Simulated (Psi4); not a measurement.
# CHF2O (SMILES O[C](F)F) at UHF-3c/MINIX (density fitting)

Aim: the vertical ionisation energy of CHF2O at UHF-3c/MINIX (density fitting), from 2 runs. 

The calculation is run with Psi4 1.11.

3 further runs of the same task are left out: 3 set aside as unsound or not needed.

### 1 The structure to begin with

CHF2O has 5 atoms, charge 0, and is taken as a doublet. SMILES: `O[C](F)F`. The coordinates come from a GFN2-xTB relaxation. This is one conformer, not always the lowest.

Bond lengths: O1–C2 1.317 Å, C2–F3 1.344 Å, C2–F4 1.345 Å, O1–H5 0.974 Å. Angles: O1–C2–F3 116.5°, O1–C2–F4 116.3°, F3–C2–F4 108.6°, C2–O1–H5 115.0°.

### 2 A single-point energy at UHF-3c/MINIX (density fitting)

The input, input.json:

```json
{
  "schema_name": "qcschema_input",
  "schema_version": 1,
  "molecule": {
    "schema_name": "qcschema_molecule",
    "schema_version": 2,
    "symbols": ["O", "C", "F", "F", "H"],
    "geometry": [-0.41522952, 1.68448297, -0.80551466, 0.21446502, -0.71531803, -0.62136085, 2.01499607, -1.28688459, 1.07682264, -1.70022439, -2.36731661, -0.35918024, -0.11402607, 2.68501736, 0.70923311],
    "molecular_charge": 0,
    "molecular_multiplicity": 2
  },
  "driver": "energy",
  "model": {
    "method": "hf-3c",
    "basis": "(auto)"
  },
  "keywords": {
    "reference": "uks"
  }
}
```

Run with:

```bash
$ psi4 --qcschema input.json -n 1 --memory 1600MB
```

stdout:

```text
[...]
  Running in c1 symmetry.
[...]
  Nuclear repulsion =  124.745774096264256
[...]
  Multiplicity = 2
[...]
  Nalpha       = 17
  Nbeta        = 16
[...]
    Number of basis functions: 21
[...]
   @DF-UKS iter   1:  -310.08391339215098   -1.05075e+00   1.82032e-02 DIIS/ADIIS
[...]
   @DF-UKS iter  10:  -310.19089038586941   -1.23481e-09   3.06202e-07 DIIS
[...]
   @S^2 Observed:                7.537863466E-01
[...]
    Orbital Energies [Eh]
    ---------------------
    Alpha Occupied:
       1A    -26.052082     2A    -26.045253     3A    -20.427232
       4A    -11.452108     5A     -1.685478     6A     -1.603780
       7A     -1.451560     8A     -0.934209     9A     -0.797912
      10A     -0.773639    11A     -0.758396    12A     -0.666610
      13A     -0.652714    14A     -0.601235    15A     -0.573253
      16A     -0.561571    17A     -0.402586
    Alpha Virtual:
      18A      0.449118    19A      0.461474    20A      0.530212
      21A      0.682082
[...]
  @DF-UKS Final Energy:  -310.19089038586941
   => Energetics <=
    Nuclear Repulsion Energy =            124.7457740962642561
    One-Electron Energy =                -679.5198271491515243
    Two-Electron Energy =                 244.6830698964355406
    Total Energy =                       -310.1908903858694089
  UHF NO Occupations:
  HONO-2 :   15  A 1.9994230
  HONO-1 :   16  A 1.9993238
[...]
 Multipole Moments:
 ------------------------------------------------------------------------------------
     Multipole            Electronic (a.u.)      Nuclear  (a.u.)        Total (a.u.)
 ------------------------------------------------------------------------------------
 L = 1.  Multiply by 2.5417464519 to convert [e a0] to [Debye]
 Dipole X            :          0.3748343           -0.2013508            0.1734835
 Dipole Y            :         -2.1384010            2.7997459            0.6613448
 Dipole Z            :          0.4500749           -0.0531484            0.3969266
 Magnitude           :                                                    0.7905847
[...]
```

The result, in JSON:

```text
{
 "driver": "energy",
 "model": {
  "method": "hf-3c",
  "basis": "(auto)"
 },
 "success": true,
 "return_result": -310.1908903858694,
 "properties": {
  "calcinfo_nbasis": 21,
  "calcinfo_nmo": 21,
  "calcinfo_nalpha": 17,
  "calcinfo_nbeta": 16,
  "calcinfo_natom": 5,
  "nuclear_repulsion_energy": 124.74577409626426,
  "return_energy": -310.1908903858694,
  "scf_one_electron_energy": -679.5198271491515,
  "scf_two_electron_energy": 244.68306989643554,
  "scf_dispersion_correction_energy": -0.09990722941771098,
  "scf_dipole_moment": [0.1734834543230957, 0.6613448179580859, 0.39692656524952236],
  "scf_total_energy": -310.1908903858694,
  "scf_iterations": 10
 }
}
```

Run time: 2.6 s. Hardware: 1 thread of Intel Xeon 6975P-C (Granite Rapids), shared host; peak memory 0.19 GiB.

### 3 The singlet cation, same level

The input, chf2o.inp:

```
memory 1600 mb

molecule molecule1 {
  1 1
  O     -0.219730     0.891390    -0.426260
  C      0.113490    -0.378530    -0.328810
  F      1.066290    -0.680990     0.569830
  F     -0.899720    -1.252730    -0.190070
  H     -0.060340     1.420850     0.375310
}

set reference uks

result, w = energy("hf-3c", return_wfn=True)
print_variables()
```

Run with:

```bash
$ psi4 -i chf2o.inp -o chf2o.out -n 1
```

chf2o.out:

```text
[...]
  Running in c1 symmetry.
[...]
  Nuclear repulsion =  124.745774101078439
[...]
  Multiplicity = 1
[...]
  Nalpha       = 16
  Nbeta        = 16
[...]
    Number of basis functions: 21
[...]
   @DF-UKS iter   1:  -309.57026723368762   -5.37101e-01   2.73819e-02 DIIS/ADIIS
[...]
   @DF-UKS iter  10:  -309.81539265885101   -4.37586e-09   3.72802e-07 DIIS
[...]
   @S^2 Observed:                0.000000000E+00
[...]
    Orbital Energies [Eh]
    ---------------------
    Alpha Occupied:
       1A    -26.528507     2A    -26.513510     3A    -20.855599
       4A    -11.970727     5A     -2.066090     6A     -1.984840
       7A     -1.820886     8A     -1.273097     9A     -1.161640
      10A     -1.123120    11A     -1.097816    12A     -1.014309
      13A     -0.988670    14A     -0.977491    15A     -0.926471
      16A     -0.899971
    Alpha Virtual:
      17A     -0.339548    18A      0.066275    19A      0.073370
      20A      0.163504    21A      0.311697
[...]
  @DF-UKS Final Energy:  -309.81539265885101
   => Energetics <=
    Nuclear Repulsion Energy =            124.7457741010784389
    One-Electron Energy =                -666.5170347768132615
    Two-Electron Energy =                 232.0557752464952728
    Total Energy =                       -309.8153926588510103
  UHF NO Occupations:
  HONO-2 :   14  A 2.0000000
  HONO-1 :   15  A 2.0000000
[...]
 Multipole Moments:
 ------------------------------------------------------------------------------------
     Multipole            Electronic (a.u.)      Nuclear  (a.u.)        Total (a.u.)
 ------------------------------------------------------------------------------------
 L = 1.  Multiply by 2.5417464519 to convert [e a0] to [Debye]
 Dipole X            :          0.5173226           -0.2013508            0.3159717
 Dipole Y            :         -1.8793569            2.7997459            0.9203890
 Dipole Z            :          0.0884128           -0.0531484            0.0352644
 Magnitude           :                                                    0.9737544
[...]
```

Wall time 2.8 s (1 thread of Intel Xeon 6975P-C (Granite Rapids), shared host); peak memory 0.2 GiB.

### 4 Results

At UHF-3c/MINIX (density fitting):

| quantity | value |
| --- | --- |
| doublet CHF2O: total energy | -310.19089 Eh |
| doublet CHF2O: dipole moment | 2.01 D |
| doublet CHF2O: HOMO energy (highest over α and β) | -10.95 eV |
| doublet CHF2O: LUMO energy (lowest over α and β) | 4.41 eV |
| doublet CHF2O: ⟨S²⟩ | 0.754 |
| singlet cation: total energy | -309.81539 Eh |
| singlet cation: HOMO energy | -24.49 eV |
| singlet cation: LUMO energy | -9.24 eV |
| singlet cation: HOMO–LUMO gap | 15.25 eV |
| vertical ionisation energy (to the singlet cation) | 10.218 eV |

In words: The vertical ionisation energy comes to 10.22 eV (986 kJ/mol). Only the singlet of the ionised species was computed; a triplet could lie lower. In a minimal basis such a difference can be off by several eV, whatever the method.
